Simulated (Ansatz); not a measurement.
**P2+ (doublet): the correlation ladder at distance P1–P2 = 6.631 Å, 6-31G**

How much of the correlation energy of P2+ (doublet) does each wave-function method recover here?

The runs use Ansatz 0.2.0, Gaussian basis; 6-31G, core rule «outside noble gas», up to 10 orbitals frozen.

To be run: UHF; CCSD(T) on UHF; BCCD(T) on ROHF; CISD as a restricted active space (open shells left free, so some higher excitations enter); CCSDT(Q) on UHF; CISDTQ; CASSCF and MRCISD+Q, 3 electrons in 3 orbitals; CASSCF and NEVPT2, 3 electrons in 3 orbitals; CASSCF and MRCISD+Q, 9 electrons in 8 orbitals; CASSCF and MRCISD+Q(relaxed), 9 electrons in 8 orbitals; CASSCF and NEVPT2, 9 electrons in 8 orbitals; Full CI; Full CI in the symmetry of the determinant.

35 further runs of the same task are left out: 8 for a known fault of the program, 22 that didn't finish, 5 set aside as unsound or not needed. Runs told in other sessions of the task aren't counted.

## (1) The geometry

The geometry derives from a PBE0/def2-TZVP stationary point (not a proven minimum). One bond is set to the value named and the two fragments are kept rigid.

2 atoms, charge 1, spin multiplicity 2.

Atoms are counted from 1 here; the program's logs count them from 0.

No contacts short enough for the rule that draws bonds.

## (2) UHF

Input file in.yaml:

```yaml
crystal:
  periodic: [false, false, false]
  atoms:
    - {symbol: P, position_ang: [0.000000, 0.000000, 0.000000]}
    - {symbol: P, position_ang: [0.000000, 0.000000, 6.631000]}
basis:
  gaussian: {orbitals: 6-31G}
total_charge: 1
magnetization: {spin_polarized: true, initial_magnetization: 1}
hamiltonian: {xc: hf}
output: {orbitals: {seedname: orbitals}}
```

On the command line:

```
> ansatz run in.yaml --threads 1 --pin off --events-out ev --progress --plain --max-ram 2393MiB
```

After this run come: CCSD(T) on UHF; BCCD(T) on ROHF; CISD as a restricted active space (open shells left free, so some higher excitations enter); CCSDT(Q) on UHF; CISDTQ; CASSCF and MRCISD+Q, 3 electrons in 3 orbitals; CASSCF and NEVPT2, 3 electrons in 3 orbitals; CASSCF and MRCISD+Q, 9 electrons in 8 orbitals; CASSCF and MRCISD+Q(relaxed), 9 electrons in 8 orbitals; CASSCF and NEVPT2, 9 electrons in 8 orbitals; Full CI; Full CI in the symmetry of the determinant.

**Question.** What will the summary of the whole plan be? Wanted: FCI from the UHF energy; UMP2 from FCI; UCCSD(T) from FCI; UCCSDT(Q) from FCI; NEVPT2 pair from FCI; MRCISD+Q pair from FCI; NEVPT2 valence from FCI; effectively unpaired electrons.

The runs gave:

| quantity | value |
| --- | --- |
| FCI from the UHF energy | -1.0161 eV |
| UMP2 from FCI | +7.98 kcal/mol |
| UCCSD(T) from FCI | +0.02 kcal/mol |
| UCCSDT(Q) from FCI | -0.46 kcal/mol |
| NEVPT2 pair from FCI | +56.39 kcal/mol |
| MRCISD+Q pair from FCI | +40.05 kcal/mol |
| NEVPT2 valence from FCI | +5.24 kcal/mol |
| levels within 1 kcal/mol (43 meV) | UCCSD, UCCSD(T), UCCSDT, UCCSDT(Q), MRCISD valence, MRCISD+Q valence, MRCISD+Q(relaxed) valence |
| effectively unpaired electrons | 5.14 |

What this shows: UCCSD(T) lands +0.02 kcal/mol from the yardstick (0.1 % of the correlation energy). UCCSDT, UCCSDT(Q) fall below full CI: unrestricted runs freeze a spin-polarised core, another one than full CI's, and coupled cluster isn't variational. The occupations show strong static correlation (5.1 unpaired electrons where one determinant has 1). Coupled cluster on one determinant still stays close here. Of the multireference levels listed MRCISD+Q(relaxed) valence comes nearest in total energy (+0.01 kcal/mol), which doesn't show that its space is the better one. The lowest state has another symmetry than the determinant, whose own symmetry lies 0.01 eV higher, so single-reference misses include that gap. These misses are within one basis, not against nature; the frozen cores of restricted and unrestricted runs differ, which can shift their rows.

Levels on UHF freeze UHF's core orbitals, full CI those of ROHF, so the U rows can settle a little off it for that reason alone.
